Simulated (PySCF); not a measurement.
Molecule: `[C-]#CCCCC`, [C6H9]-.

Geometry:
```json
{"atom": "C1", "x (Å)": "2.812", "y (Å)": "1.152", "z (Å)": "1.349"}
{"atom": "C2", "x (Å)": "2.361", "y (Å)": "0.404", "z (Å)": "0.454"}
{"atom": "C3", "x (Å)": "1.739", "y (Å)": "-0.431", "z (Å)": "-0.575"}
{"atom": "C4", "x (Å)": "0.227", "y (Å)": "-0.620", "z (Å)": "-0.369"}
{"atom": "C5", "x (Å)": "-0.533", "y (Å)": "0.698", "z (Å)": "-0.360"}
{"atom": "C6", "x (Å)": "-2.008", "y (Å)": "0.560", "z (Å)": "-0.019"}
{"atom": "H7", "x (Å)": "1.886", "y (Å)": "-0.002", "z (Å)": "-1.592"}
{"atom": "H8", "x (Å)": "2.201", "y (Å)": "-1.440", "z (Å)": "-0.628"}
{"atom": "H9", "x (Å)": "0.074", "y (Å)": "-1.123", "z (Å)": "0.603"}
{"atom": "H10", "x (Å)": "-0.188", "y (Å)": "-1.292", "z (Å)": "-1.148"}
{"atom": "H11", "x (Å)": "-0.422", "y (Å)": "1.186", "z (Å)": "-1.347"}
{"atom": "H12", "x (Å)": "-0.017", "y (Å)": "1.353", "z (Å)": "0.364"}
{"atom": "H13", "x (Å)": "-2.524", "y (Å)": "1.535", "z (Å)": "-0.022"}
{"atom": "H14", "x (Å)": "-2.536", "y (Å)": "-0.097", "z (Å)": "-0.732"}
{"atom": "H15", "x (Å)": "-2.140", "y (Å)": "0.121", "z (Å)": "0.985"}
```

Total charge -1.

Geometry PBE0-D3(BJ)/def2-SVP throughout; GIAO in PySCF 2.14.0 with density-fitted response routines, gas phase, one conformer, non-relativistic; equivalent atoms averaged; basis pcSseg-1.

(1) How do the absolute shieldings σ depend on the functional? (a selection of nuclei; ppm; last column core-seconds on shared hosts with different chips, so compare them loosely; the GGAs took longer than the global hybrids here, which isn't the general rule, and the cause wasn't traced)

(2) Which nucleus among those listed moves most, in ppm?

## Answers

(1) 
| functional | kind | C1 | C2 | C4 | C3 | C5 | C6 | H7/H8 | H13/H14/H15 | H9/H10 | core-s |
| --- | --- | --- | --- | --- | --- | --- | --- | --- | --- | --- | --- |
| HF | Hartree–Fock | 4.2 | 93.6 | 152.9 | 168.5 | 169.6 | 173.1 | 29.93 | 30.96 | 31.07 | 6 |
| LDA | LDA | -10.5 | 76.8 | 136.0 | 153.8 | 155.1 | 163.5 | 28.24 | 30.03 | 29.87 | 18 |
| PBE | GGA | 0.3 | 82.0 | 136.0 | 152.6 | 153.6 | 161.3 | 28.65 | 30.39 | 30.27 | 22 |
| BLYP | GGA | -3.6 | 77.6 | 129.2 | 146.7 | 147.3 | 155.8 | 28.75 | 30.52 | 30.42 | 22 |
| BP86 | GGA | 1.7 | 82.4 | 136.0 | 152.2 | 153.5 | 160.9 | 28.73 | 30.45 | 30.34 | 22 |
| OPBE | GGA | 14.7 | 92.1 | 144.8 | 159.0 | 160.4 | 166.5 | 28.79 | 30.46 | 30.34 | 22 |
| KT2 | GGA | 17.4 | 92.4 | 140.2 | 155.7 | 157.1 | 164.9 | 28.54 | 30.38 | 30.29 | 33 |
| KT3 | GGA | 19.6 | 93.4 | 139.8 | 154.8 | 155.8 | 163.3 | 28.75 | 30.53 | 30.44 | 31 |
| B97-D | GGA | 9.0 | 86.3 | 135.7 | 151.7 | 152.5 | 159.8 | 28.85 | 30.57 | 30.47 | 31 |
| B3LYP | global hybrid | -2.9 | 81.5 | 135.2 | 151.8 | 153.2 | 160.3 | 29.03 | 30.59 | 30.53 | 20 |
| PBE0 | global hybrid | 1.5 | 86.2 | 142.8 | 158.2 | 160.0 | 166.2 | 29.02 | 30.51 | 30.45 | 20 |
| mPW1PW91 | global hybrid | 1.3 | 85.9 | 142.2 | 157.5 | 159.3 | 165.2 | 29.09 | 30.56 | 30.51 | 20 |
| WP04 | global hybrid | -3.0 | 81.8 | 130.6 | 144.6 | 146.0 | 152.6 | 29.46 | 30.86 | 30.82 | 13 |
| B97-2 | global hybrid | 7.0 | 88.8 | 142.3 | 157.4 | 159.0 | 165.0 | 29.10 | 30.61 | 30.55 | 12 |
| BHandHLYP | global hybrid | -1.8 | 86.0 | 142.4 | 158.4 | 160.0 | 165.6 | 29.37 | 30.70 | 30.70 | 12 |
| CAM-B3LYP | range-separated hybrid | -3.4 | 83.7 | 139.9 | 156.5 | 157.9 | 164.4 | 29.23 | 30.57 | 30.53 | 16 |
| wB97X-D | range-separated hybrid | 4.1 | 87.1 | 143.5 | 159.0 | 160.8 | 166.4 | 29.32 | 30.64 | 30.60 | 16 |
| LC-wPBE | range-separated hybrid | 0.0 | 88.2 | 150.3 | 165.1 | 166.8 | 171.5 | 29.55 | 30.63 | 30.60 | 24 |

(2) C1 (carbanion centre): from -10.5 ppm with LDA to 19.6 ppm with KT3. The smallest spread is 0.94 ppm, at H13/H14/H15. Proton shifts span only some 12 ppm, so a few tenths of a ppm matter as much there as several ppm in carbon.
